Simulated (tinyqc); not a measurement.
Starting guesses with DIIS over 6 matrices: SCF starting guesses in the sto-3g basis, for CH2, spin multiplicity 3. Computed by the program tinyqc with PySCF. Command: `OMP_NUM_THREADS=1 python tinyqc.py 112235 112236 out.jsonl`; one thread of a shared host (Intel(R) Xeon(R) Processor @ 2.60GHz), about 1 s.

Geometry (angstrom):
```
atom,x,y,z
C,0.0000,0.0000,0.0000
H,0.0000,1.1380,0.7940
H,0.0000,-1.1380,0.7940
```

lowest solution found by these runs and by PySCF with stability checks = -38.332617 hartree

UHF with one setting changed at a time; a run stops when the energy changes by less than 1e-09 hartree and the error matrix is below 1e-5. Starts: the lowest orbitals of the core Hamiltonian, of the Wolfsberg-Helmholz matrix (K = 1.75), projected atomic densities, random orbitals, and the highest orbitals of the core Hamiltonian (a deliberately bad start).

Largest element of the error matrix X^T (FDS - SDF) X:
```
iteration,core,Wolfsberg-Helmholz,atomic densities,random,highest core orbitals
1,2.3e-01,2.1e-01,2.8e-01,3.9e+00,1.6e-01
2,8.0e-02,4.5e-02,4.8e-02,3.1e-01,2.4e-01
3,1.6e-02,1.5e-02,2.8e-02,1.0e-01,2.5e-01
4,4.7e-03,4.4e-03,1.0e-02,7.0e-02,2.5e-01
5,2.5e-03,6.7e-04,5.5e-03,3.0e-02,2.5e-01
6,1.4e-03,4.1e-04,2.5e-03,1.1e-02,2.4e-01
8,6.1e-05,4.9e-05,8.1e-05,3.8e-03,1.1e-01
10,1.1e-06,2.6e-07,3.4e-06,6.5e-04,6.6e-03
14,-,-,-,2.4e-05,1.6e-04
```

How each run ends:
```
run,iterations,E (hartree),state
core,11,-38.332617,lowest found
Wolfsberg-Helmholz,10,-38.332617,lowest found
atomic densities,11,-38.332617,lowest found
random,18,-38.332617,lowest found
highest core orbitals,17,-38.332617,lowest found
```

5 of 5 runs reach the lowest solution found, in 10 to 18 iterations (fastest: Wolfsberg-Helmholz). The first errors are 2e-01, 2e-01, 3e-01, 4e+00, 2e-01; the deliberately bad start has the smallest one, so a small first error does not mark a good start.
